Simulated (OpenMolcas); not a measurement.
# C2H6S (ethanethiol) at FNO-MP2/aug-cc-pVDZ (RICD fitting, virtual fraction 0.3)

Aim: the energy change on altering one bond length of C2H6S (ethanethiol) at FNO-MP2/aug-cc-pVDZ (RICD fitting, virtual fraction 0.3), from 2 runs. 

The results are computed with OpenMolcas 26.06.

## (1) The molecule

C2H6S has 9 atoms, charge 0, and is taken as a singlet. SMILES: `CCS`. The shape is that of a PBE0-D4/def2-TZVP optimisation. This is one conformer, not always the lowest.

Bond lengths: C1–C2 1.514 Å, C2–S3 1.813 Å, C1–H4 1.091 Å, C1–H5 1.094 Å, C1–H6 1.093 Å, C2–H7 1.093 Å, C2–H8 1.092 Å, S3–H9 1.343 Å. Some angles: C1–C2–S3 114.1°, C1–C2–H7 110.8°, C1–C2–H8 111.5°, S3–C2–H7 104.0°, S3–C2–H8 109.1°, C2–C1–H4 111.0°, C2–C1–H5 110.6°, C2–C1–H6 111.0°, C2–S3–H9 96.8°, H7–C2–H8 106.9°.

## (2) The energy at FNO-MP2/aug-cc-pVDZ (RICD fitting, virtual fraction 0.3)

job.inp reads:

```
&GATEWAY
  BASLIB=$CurrDir
  COORD
  9
  angstrom
  C       -0.681060       0.352580      -0.582130
  C        0.639520      -0.221900      -0.114960
  S        0.539160      -1.132170       1.449440
  H       -1.434960      -0.430450      -0.679020
  H       -0.564240       0.844440      -1.552390
  H       -1.058220       1.094540       0.125580
  H        1.015160      -0.960450      -0.827390
  H        1.403980       0.552440      -0.028340
  H        0.140660      -0.099050       2.209210
  BASIS=aug-cc-pVDZ
  GROUP=NoSym
  RICD

&SEWARD

&SCF
  PRORBITALS=1 1

&MBPT2
  FNOMP2=0.3
  DOMP2
  FROZEN=7
```

The basis set aug-cc-pVDZ is read from a file made from the Basis Set Exchange's data (not shown).

Started as:

```bash
$ export MOLCAS_MEM=1860
$ pymolcas job.inp > job.log
```

The program printed:

```text
--- Start Module: gateway ---
[...]
--- Stop Module: gateway /rc=_RC_ALL_IS_WELL_ ---
[...]
      Basis functions          127
[...]
--- Start Module: scf ---
[...]
       Convergence after  11 Iterations
[...]
::    Total SCF energy                               -476.7704391729
[...]
      Total spin, S                                     0.0000000000
[...]
      Total electronic charge=   34.000000
      Total            charge=   -0.000000
[...]
      Dipole Moment (debye):
      Origin of the operator (angstrom)=    0.2618   -0.5421    0.6001
                   X= -2.2526E-01               Y=  1.4607E+00               Z= -1.0724E+00           Total=  1.8260E+00
      Quadrupole Moment (debye*angstrom):
[...]
--- Stop Module: scf /rc=_RC_ALL_IS_WELL_ ---
[...]
--- Start Module: mbpt2 ---
[...]
WARNING!
Default frozen orbitals as non valence orbitals is overwritten by user input.
Default values:   7
[...]
       Reference weight ( Cref**2 )         =        0.86897
::    Total MBPT2 energy                             -477.1579816166
[...]
--- Stop Module: mbpt2 /rc=_RC_ALL_IS_WELL_ ---
[...]
```

Wall time 5.1 s (1 thread of Arm Neoverse V2, shared host); peak memory 0.092 GiB.

## (3) The distorted shape, same level

job.input reads:

```
>>> EXPORT MOLCAS_PRINT=2
&GATEWAY
BasLib
$CurrDir
Coord
9
angstrom
C       -0.757494       0.275158      -0.590791
C        0.563086      -0.299322      -0.123621
S        0.462726      -1.209592       1.440779
H       -1.511394      -0.507872      -0.687681
H       -0.640674       0.767018      -1.561051
H       -1.134654       1.017118       0.116919
H        0.938726      -1.037872      -0.836051
H        1.403980       0.552440      -0.028340
H        0.064226      -0.176472       2.200549
Basis
aug-cc-pVDZ
Group
NoSym
RICD
&SEWARD
&SCF
PrOrbitals
1 1
&MBPT2
FNOMP2
0.3
DoMP2
Frozen
7
```

The basis set aug-cc-pVDZ is read from a file made from the Basis Set Exchange's data (not shown).

Started as:

```bash
$ export MOLCAS_MEM=1860
$ pymolcas job.input > job.log
```

The program printed:

```text
--- Start Module: gateway ---
[...]
--- Stop Module: gateway /rc=_RC_ALL_IS_WELL_ ---
[...]
      Basis functions          127
[...]
--- Start Module: scf ---
[...]
       Convergence after  11 Iterations
[...]
::    Total SCF energy                               -476.7636476555
[...]
      Total spin, S                                     0.0000000000
[...]
      Total electronic charge=   34.000000
      Total            charge=   -0.000000
[...]
      Dipole Moment (debye):
      Origin of the operator (angstrom)=    0.1866   -0.6183    0.5916
                   X= -2.9491E-01               Y=  1.3923E+00               Z= -1.0378E+00           Total=  1.7614E+00
      Quadrupole Moment (debye*angstrom):
[...]
--- Stop Module: scf /rc=_RC_ALL_IS_WELL_ ---
[...]
--- Start Module: mbpt2 ---
[...]
WARNING!
Default frozen orbitals as non valence orbitals is overwritten by user input.
Default values:   7
[...]
       Reference weight ( Cref**2 )         =        0.86721
::    Total MBPT2 energy                             -477.1532290911
[...]
--- Stop Module: mbpt2 /rc=_RC_ALL_IS_WELL_ ---
[...]
```

Run time: 5.1 s. Hardware: 1 thread of Arm Neoverse V2, shared host; peak memory 0.092 GiB.

## (4) Outcome

At FNO-MP2/aug-cc-pVDZ (RICD fitting, virtual fraction 0.3), 7 core orbitals frozen:

| quantity | value |
| --- | --- |
| first shape: total energy | -477.15798 Eh |
| first shape: dipole moment (mean-field density) | 1.83 D |
| first shape: HOMO energy (Hartree–Fock orbitals) | -9.65 eV |
| first shape: LUMO energy (Hartree–Fock orbitals) | 0.97 eV |
| first shape: HOMO–LUMO gap (Hartree–Fock orbitals) | 10.62 eV |
| first shape: correlation energy (7 core orbitals frozen) | -387.5 mEh |
| distorted shape: total energy | -477.15323 Eh |
| distorted shape: dipole moment (mean-field density) | 1.76 D |
| distorted shape: HOMO energy (Hartree–Fock orbitals) | -9.64 eV |
| distorted shape: LUMO energy (Hartree–Fock orbitals) | 0.97 eV |
| distorted shape: HOMO–LUMO gap (Hartree–Fock orbitals) | 10.61 eV |
| distorted shape: correlation energy (7 core orbitals frozen) | -389.6 mEh |
| energy change with the C2–H8 bond stretched from 1.092 to 1.201 Å | 0.129 eV |

**Reading.** With the C2–H8 bond stretched from 1.092 to 1.201 Å the energy rises by 0.13 eV (12.5 kJ/mol). The first shape isn't relaxed at this level, so the change isn't measured from a minimum.
